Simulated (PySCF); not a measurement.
Species: C3H7PS.
Numbering: `[CH3:1][C@@H:2]1[CH2:3][P@H:4]1=[S:5]` (hydrogens: H6, H7, H8 on C1; H9 on C2; H10, H11 on C3; H12 on P4)

Cartesian coordinates in Å at the GFN2-xTB level; atoms count from 1:
```
atom  x, y, z in Å
C1     1.374    0.567    0.480
C2     0.142   -0.299    0.475
C3    -0.334   -0.855   -0.884
P4    -1.486    0.309   -0.090
S5    -3.226   -0.147    0.620
H6     1.328    1.303   -0.321
H7     1.478    1.092    1.428
H8     2.259   -0.049    0.327
H9     0.088   -1.010    1.295
H10    0.233   -0.548   -1.753
H11   -0.631   -1.897   -0.907
H12   -1.225    1.533   -0.696
```

The calculation used TDDFT B3LYP/def2-SVPD, vertical, gas phase, core orbitals frozen in the response in PySCF 2.14.0, density-fitted response routines.

Frontier orbitals with the atoms that hold most of them (Löwdin shares over 4%, at most four atoms; ? is withheld):

```csv
orbital,ε (eV),atoms
HOMO-3,-9.21,"P4 28%, C3 25%, S5 16%, C2 13%"
HOMO-2,-8.96,"C2 24%, P4 20%, S5 18%, C3 14%"
HOMO-1,-6.61,?
HOMO,-6.18,?
LUMO,-0.25,"S5 34%, P4 22%, H12 20%, C2 7%"
LUMO+1,-0.07,"P4 32%, S5 19%, C3 15%, H12 11%"
LUMO+2,0.34,"C1 22%, C3 12%, S5 12%, C2 9%"
```

Give the leading atoms of the HOMO-1.

S5 (bonded to P) 73%; P4 (bonded to 2 C, S and H) 17%.

Which atoms hold the HOMO, and with what shares?

S5 (bonded to P) 64%; P4 (bonded to 2 C, S and H) 15%; C3 (bonded to C, P and 2 H) 8%; C2 (bonded to 2 C, P and H) 8%. By element: sulfur 64%, phosphorus 15%, carbon 15% or more.

How does S1 compare with the orbital gap of 5.93 eV?

S1 is at 4.82 eV (f = 0.0097), 1.11 eV below the gap, made of HOMO→LUMO (94%). 

Give energy, strength and leading configuration of S1, S2 and S3, and follow the Löwdin shares of the leading atoms from the occupied to the empty orbital.

- S1 (4.82 eV, f 0.0097), HOMO→LUMO (94%): S5 64% → 34%, P4 15% → 22%
- S2 (5.29 eV, f 0.019), HOMO-1→LUMO (82%): S5 73% → 34%, P4 17% → 22%
- S3 (5.41 eV, f 0.022), HOMO-1→LUMO+1 (72%): S5 73% → 19%, P4 17% → 32%

Hardware: Arm Neoverse V1, one thread, shared host with 32 logical CPUs at a one-minute load of 11. Cost: 21 s wall (grids of density and orbitals included), 0.69 GiB resident at most.
